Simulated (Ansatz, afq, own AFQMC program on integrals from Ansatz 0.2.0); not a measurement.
AFQMC on a folder of integrals that Ansatz 0.2.0 wrote.

```yaml
crystal:
  periodic: [false, false, false]
  atoms:
    - {symbol: Ge, position_ang: [0.000000, 0.000903, 0.609546]}
    - {symbol: Al, position_ang: [0.000000, 0.001015, -1.595454]}
    - {symbol: H, position_ang: [0.000000, 1.409029, 1.234480]}
    - {symbol: H, position_ang: [1.232737, -0.738747, 1.170617]}
    - {symbol: H, position_ang: [-1.232737, -0.738747, 1.170617]}
    - {symbol: H, position_ang: [0.000000, 1.358165, -2.419483]}
    - {symbol: H, position_ang: [0.000000, -1.381924, -2.376212]}
basis:
  gaussian: {orbitals: 6-31G}
magnetization: {spin_polarized: false}
correlation: {method: ccsd_t, electrons: outside_noble_gas, hamiltonian_folder: ham}
```

```sh
$ ansatz run in.yaml --threads 1 --pin off --events-out ev --progress --plain --max-ram 1382MiB
```

afq runs on the folder ham with

```
--method free --trial cisd --walkers 100 --time-step 0.01 --max-blocks 12 --target-error 0.00084 --factor-cut 1e-05 --seed 9142 --times 0.0,0.2,0.4,0.8,1.2 --taylor-order 8
```

Times are imaginary, in 1/Eh. The walk had a cap of 90 s. Filled inner d shells are frozen with the cores.

```
orbitals 33  electrons 6 6  factors 281 of 548
reference energy -2319.75747002 Eh
CCSD correlation -0.12576559 Eh in 10 cycles, weight of the determinant in the CISD state 0.9077
repeat  energy at the last time / Eh  error
    10  -2319.885738  0.000221
time / (1/Eh)  energy / Eh  error  mean overlap
  0.00  -2319.883512  0.000210  1.1012
  0.20  -2319.884173  0.000192  1.1004
  0.40  -2319.884556  0.000169  1.1124
  0.80  -2319.885098  0.000215  1.1179
  1.20  -2319.885763  0.000209  1.0966
energy -2319.885763 +/- 0.000209 Eh
```

The run failed at least one of its tests; the cautions name the faults.

Against this walk (error 5.7 meV) on the same determinant: CCSD(T) 16.3 meV higher. The error is statistical, and a free projection of finite length keeps a remainder of its start. None of these is a sure reference here.

A setting was made bad on purpose (too few blocks), so the walk's energy isn't to be trusted.

Cautions: remainder of the start not in the error; start not forgotten; no relativity below Rb; no spin-orbit coupling; inner d shell frozen.

A walk keeps the symmetry of its determinant, which the program's search chose and which needn't be the lowest solution, so a lower state of the same spin and another symmetry isn't excluded.
